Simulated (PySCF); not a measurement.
# SiH₂ to SiH₄: adding ligands

Level: PBE0 in the def2-TZVP basis family, all electrons, no relativity, computed in PySCF with density fitting; open shells unrestricted.

Each entry is the lowest minimum that a search over a few typed start shapes (and spin states, where more than one is plausible) found, or that minimum re-optimised at the stated level; isomers with ligand–ligand bonds, or fragments after loss of a ligand pair, can lie lower.

| molecule | 2S+1 | point group | mean bond to Si (Å) | dipole (D) | polar-tensor charge of Si | highest ω (cm⁻¹) | distinct angles (°) |
| --- | --- | --- | --- | --- | --- | --- | --- |
| SiH₂ | 1 | C2v | 1.526 | 0.17 | 0.39 | 2051 | 91 |
| SiH₃ | 2 | C3v | 1.486 | 0.03 | 0.55 | 2242 | 111 |
| SiH₄ | ? | ? | ? | ? | ? | ? | ? |

(1) Fill in the row of SiH₄.

## Answers

(1) 2S+1: 1; point group: Td; mean bond to Si (Å): 1.485; dipole (D): 0.00; polar-tensor charge of Si: 0.91; highest ω (cm⁻¹): 2245; distinct angles (°): 109.

The bond shortens or stays about the same; the largest change, -0.040 Å, falls between SiH₂ and SiH₃ among the members listed.

The shape changes along the series: C2v for SiH₂; C3v for SiH₃; Td for SiH₄.

Left out of the table are members whose search was unfinished or whose lowest solution was spin-contaminated, unstable, very soft or bonded differently.
